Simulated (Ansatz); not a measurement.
Input file:

```yaml
crystal:
  periodic: [false, false, false]
  atoms:
    - {symbol: Ge, position_ang: [0.000000, 0.000000, 0.000000]}
    - {symbol: B, position_ang: [0.000000, 0.000000, 2.379000]}
basis:
  gaussian: {orbitals: cc-pVDZ, point_charges: [{charge: 0.50, position_ang: [2.581, -0.736, -0.246]}]}
magnetization: {spin_polarized: true, initial_magnetization: 1}
correlation: {method: ccsd, electrons: all}
scf: {lower_state_search: full}
```

```sh
$ ansatz run in.yaml --threads 1 --pin off --events-out ev --progress --plain --max-ram 2393MiB
```

Output:

```
462 factors; integrals over basis functions are off by at most 1.1e-3 eV
mean field evaluation 1: about -57137.3281 eV, gradient 8.6e0 eV
mean field evaluation 2: about -57137.3420 eV, gradient 8.6e0 eV
mean field evaluation 4: about -57138.4370 eV, gradient 1.1e0 eV
mean field evaluation 8: about -57138.5353 eV, gradient 5.9e-1 eV
mean field evaluation 16: about -57140.3950 eV, gradient 1.6e-1 eV
mean field evaluation 32: about -57139.6278 eV, gradient 5.2e-1 eV
mean field evaluation 64: about -57138.2833 eV, gradient 8.2e-1 eV
mean field evaluation 96: about -57139.6148 eV, gradient 5.8e0 eV
mean field evaluation 128: about -57140.3529 eV, gradient 1.3e0 eV
mean field evaluation 160: about -57139.6022 eV, gradient 9.6e-1 eV
...
mean field evaluation 1600: about -57140.1388 eV, gradient 3.4e-3 eV
mean field evaluation 1632: about -57140.1704 eV, gradient 6.8e-3 eV
mean field evaluation 1664: about -57139.6294 eV, gradient 7.5e-3 eV
mean field evaluation 1696: about -57139.0922 eV, gradient 5.0e-1 eV
mean field evaluation 1728: about -57138.7251 eV, gradient 9.0e-4 eV
mean field evaluation 1760: about -57138.8379 eV, gradient 1.0e-1 eV
mean field evaluation 1792: about -57138.5847 eV, gradient 1.9e-1 eV
mean field evaluation 1824: about -57138.8052 eV, gradient 6.5e0 eV
mean field evaluation 1856: about -57139.5957 eV, gradient 2.7e-4 eV
mean field -57140.39632822 eV, -2099.8708339103 hartree, gradient 2.8e-6 eV, S^2 1.815621; 36 other end points of the search recorded, 0 dependent functions left out
determinant -57140.39632822 eV, -2099.8708339103 hartree, with singles and doubles -57144.58169094 eV, -2100.0246431534 hartree
determinant -57140.17044339 eV, -2099.8625327958 hartree, with singles and doubles -57144.53575818 eV, -2100.0229551556 hartree
determinant -57140.13878531 eV, -2099.8613693830 hartree, with singles and doubles -57144.50683711 eV, -2100.0218923259 hartree
determinant -57139.69501311 eV, -2099.8450610553 hartree, with singles and doubles -57144.38845345 eV, -2100.0175418067 hartree
determinant -57139.62943690 eV, -2099.8426511741 hartree, with singles and doubles -57144.26068173 eV, -2100.0128462825 hartree
determinant -57139.59568979 eV, -2099.8414109908 hartree, with singles and doubles -57143.79689927 eV, -2099.9958025915 hartree
determinant -57139.51705626 eV, -2099.8385212617 hartree, with singles and doubles -57143.63115417 eV, -2099.9897115714 hartree
determinant -57139.17982748 eV, -2099.8261283329 hartree, with singles and doubles -57143.97084402 eV, -2100.0021949432 hartree
determinant -57138.83909759 eV, -2099.8136067401 hartree, with singles and doubles -57142.76492864 eV, -2099.9578783703 hartree
determinant -57138.72513824 eV, -2099.8094188114 hartree, with singles and doubles -57143.63701812 eV, -2099.9899270676 hartree
determinant -57138.69234135 eV, -2099.8082135480 hartree, with singles and doubles -57142.66007785 eV, -2099.9540251750 hartree
determinant -57138.58730806 eV, -2099.8043536455 hartree, with singles and doubles -57142.55558213 eV, -2099.9501850279 hartree
determinant -57138.33029600 eV, -2099.7949086268 hartree, with singles and doubles -57143.78181785 eV, -2099.9952483595 hartree
determinant -57138.18684143 eV, -2099.7896367684 hartree, with singles and doubles -57143.68274950 eV, -2099.9916076647 hartree
determinant -57138.13727699 eV, -2099.7878153088 hartree, with singles and doubles -57142.18172594 eV, -2099.9364460663 hartree
determinant -57137.81524452 eV, -2099.7759808338 hartree, with singles and doubles -57142.13718175 eV, -2099.9348090975 hartree
determinant -57137.44209967 eV, -2099.7622680136 hartree, with singles and doubles -57142.23546926 eV, -2099.9384210972 hartree
determinant -57137.25634800 eV, -2099.7554417655 hartree, with singles and doubles -57142.06041387 eV, -2099.9319879299 hartree
determinant -57140.39632822 eV, -2099.8708339103 hartree, with singles and doubles -57144.58543003 eV, -2100.0247805623 hartree
determinant -57140.17044339 eV, -2099.8625327958 hartree, with singles and doubles -57144.53979933 eV, -2100.0231036651 hartree
determinant -57140.13878531 eV, -2099.8613693830 hartree, with singles and doubles -57144.51225418 eV, -2100.0220913996 hartree
determinant -57139.69501311 eV, -2099.8450610553 hartree, with singles and doubles -57144.38743573 eV, -2100.0175044060 hartree
determinant -57139.62943690 eV, -2099.8426511741 hartree, with singles and doubles -57144.18736238 eV, -2100.0101518463 hartree
reference -57140.39632822 eV, -2099.8708339103 hartree; 19, 18 occupied and 22, 23 virtual orbitals, 462 factors
second order -3.16902709 eV of doubles, -0.00000000 eV of singles
cycle   1  -4.18910001 eV  change    1.8e-6 eV  update   6.8e-6
WARN: the results are in doubt because among natural orbitals full CI differs from the method by +0.265 eV
Total energy: -57144.58542822 eV, -2100.0247804961 hartree
In doubt: among natural orbitals full CI differs from the method by +0.265 eV
```

Ran on 1 thread of Arm Neoverse V2, shared host: 79 s wall, 0.19 GiB peak host memory.
